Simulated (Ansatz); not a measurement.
hcp Ti was calculated with LDA (Ansatz, a first-principles code, PAW).

Run with plane-wave cutoff 520 eV, 24×24×12 k mesh (along the axes of the cell as run), Fermi–Dirac smearing 0.05 eV, no spin polarisation, scalar-relativistic PAW data made under PBE.

Cell (relaxed at this level):

```cif
data_Ti2
_chemical_formula_sum 'Ti2'
_space_group_name_H-M_alt 'P 1'
_space_group_IT_number 1
_cell_length_a 2.86412
_cell_length_b 2.86412
_cell_length_c 4.53392
_cell_angle_alpha 90.000
_cell_angle_beta 90.000
_cell_angle_gamma 120.000
loop_
_space_group_symop_operation_xyz
  'x, y, z'
loop_
_atom_site_label
_atom_site_type_symbol
_atom_site_fract_x
_atom_site_fract_y
_atom_site_fract_z
_atom_site_occupancy
Ti1 Ti 0.33333 0.66667 0.25000 1
Ti2 Ti 0.66667 0.33333 0.75000 1
```

Question: Give the computed bulk modulus and pressure derivative B′ of the bulk modulus.

Answer: 
* **bulk modulus**: 127 GPa
* **pressure derivative B′ of the bulk modulus**: 3.5

The run finds no gap.

Measured, for comparison: bulk modulus 108 GPa (zero-point energy and finite temperature contributions removed; as tabulated in doi:10.1021/acs.jctc.3c00612). Computed (rounded) less measured: bulk modulus +18 %.

Note: the bulk modulus comes from volumes at which shape and atoms were relaxed.

The computed numbers hold no vibrational or temperature effects.

It cost around 5 core-minutes (rough) of CPU time.
